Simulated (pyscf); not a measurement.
Structures and frequencies: ωB97X-D3(BJ)/def2-SVP in PySCF.

Question: PBE/def2-TZVP puts the barrier of H₃Si–O–SiH₂–O–SiH₃ + hydrogen fluoride (HF) + water (H₂O) → F–SiH₂–O–SiH₃ + silanol (HO–SiH₃) + water (H₂O) (multi-bond step; singlet surface; O–Si, F–H, H–O broken, F–Si, H–O, H–O formed) at -0.18 eV and the reaction energy at -0.37 eV, from the separated reactants. What do B3LYP-D3(BJ)/def2-TZVP, M06-2X/def2-TZVP, ωB97M-D3(BJ)/def2-TZVP give on the same structures?

Answer: B3LYP-D3(BJ): ΔE‡ = -0.01 eV, ΔE = -0.26 eV; M06-2X: ΔE‡ = -0.06 eV, ΔE = -0.25 eV; ωB97M-D3(BJ): ΔE‡ = -0.03 eV, ΔE = -0.28 eV. PBE's barrier lies under all of them, by 0.12 to 0.17 eV. Its reaction energy lies under all of them, by 0.09 to 0.12 eV. On the reactant side the descent ends in a bound adduct (not fully relaxed), 0.75 eV under the separated species and 0.74 eV under the saddle at ωB97X-D3(BJ)/def2-TZVP. On the product side the descent ends in an adduct with a O–Si contact, 0.07 eV under the separated species and 0.25 eV under the saddle at ωB97X-D3(BJ)/def2-TZVP. At PBE, B3LYP-D3(BJ), M06-2X, ωB97M-D3(BJ) the saddle lies under the separated reactants, which points to a path from their complex (located at ωB97X-D3(BJ) alone). What is counted as broken (O–Si) persists as a longer contact in the product adduct; parting that adduct is a step of its own. One saddle was located; it need not be the lowest between these sides.
